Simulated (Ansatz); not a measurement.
Seven cases of atomisation energy with Al to Br (electronic energies, kcal/mol); geometries: B3LYP-D3(BJ)/def2-TZVP. The cases were drawn at random from those of this class that have a high level and all functionals, leaving out states under which another spin lies or may lie. Left out are anions, K, Ca, elements past Kr, ionisation of Li, Na and Mg, pi-pi* triplets of linear molecules and other triplets made from a closed-shell parent. Runs that doubt their state, and full CI more than 15 mEh from coupled cluster, are set aside; a case stays where another high level and all functionals remain. AFQMC serves as high level only in triple zeta or larger, with a steady walk, a bar under 0.8 kcal/mol and agreement with other high levels or trials where they ran; where none ran, an unstable determinant or (outside 3d species) a high T1 diagnostic also bars it, so strongly correlated cases are thinned. No case was kept or dropped by the size of a functional's miss. High levels with a bar over 0.5 kcal/mol are left out too, and the seventh case lies inside the range of the six. Affinities count positive where energy is released, gaps as the second state minus the first. PBE0 is by Ansatz (a quantum-chemistry and plane-wave program) in def2-TZVPD. High levels (Ansatz): P = CCSD(T)/CBS(cc-pV(Q+d)Z,cc-pV(5+d)Z) + [CCSDT(Q) - CCSD(T)]/cc-pV(D+d)Z + core + X2C; Q = CCSD(T)/CBS(cc-pV(Q+d)Z,cc-pV(5+d)Z) + [CCSDT(Q) - CCSD(T)]/cc-pV(T+d)Z + [CCSDTQ - CCSDT(Q)]/cc-pV(D+d)Z + core + X2C; R = CCSD(T)/CBS(cc-pV(T+d)Z,cc-pV(Q+d)Z) + [CCSDT(Q) - CCSD(T)]/cc-pV(D+d)Z + core + X2C; S = CCSD(T)/CBS(cc-pVQZ,cc-pV5Z) + [CCSDT(Q) - CCSD(T)]/cc-pV5Z + [FCI - CCSDT(Q)]/cc-pVDZ; T = CCSD(T)/CBS(cc-pVQZ,cc-pV5Z) + [CCSDT(Q) - CCSD(T)]/cc-pVQZ + [CCSDTQ - CCSDT(Q)]/cc-pVDZ. UHF or UKS for unpaired electrons; spin-orbit terms are left out. Correlated methods leave the cores frozen (noble-gas shells, and filled d and f shells in the p block). Rows without X2C or -DK are non-relativistic. CBS(X,Y): correlation extrapolated as X^-3, Hartree-Fock from the larger set (Q,5: extrapolated as (X+1)exp(-9√X)). A bracket is a step between two methods taken in the basis named. The functionals are non-relativistic, so their misses hold any scalar relativity. 'core' is core correlation in cc-pwCVTZ (1s frozen past Ne), 'X2C' scalar relativity in cc-pVTZ-DK, both at CCSD(T). Full CI freezes restricted core orbitals, also for open shells; the composite that ends in it estimates full CI at the basis-set limit. Where a partner has so few electrons that a lower coupled-cluster level is exact, that level stands in. The UHF reference of C2H2Cl ([CH]=CCl, doublet) is spin-contaminated (<S^2> up to 0.20 over the pure value in the sets run).

```
case                                       PBE0  level  high level
----------------------------------------  -----  -----  ----------
AlOH3 (SMILES [OH][AlH2])                 353.9      Q       366.4
H2SO4 (SMILES O=S(O)(=O)O)                588.8      R       601.4
H2GeO (SMILES [GeH][OH])                  273.7      T       281.8
C3H4S (prop-2-yne-1-thiol, SMILES C#CCS)  760.9      R       760.1
GaH3 (SMILES [GaH3])                      191.7      S       197.2
C2H2Cl (SMILES [CH]=CCl, doublet)         431.0      P       425.0
C2H5S (SMILES S([CH2])C, doublet)         671.1      R    withheld
```

**Question.** Fit a straight line from PBE0 to the high level over the first six rows by least squares, predict the seventh, and compare with the calculation.

**Answer.** Means: PBE0 433.33, high level 438.65. Sxx = 221654, Sxy = 219750, slope 0.9914, intercept +9.04 kcal/mol; residual standard deviation 8.1 kcal/mol. Seventh row: 0.9914·(671.1) +9.04 = 674.4 kcal/mol. The calculation gave 668.9 kcal/mol: the line differs from it by +5.5, PBE0 itself by +2.2.
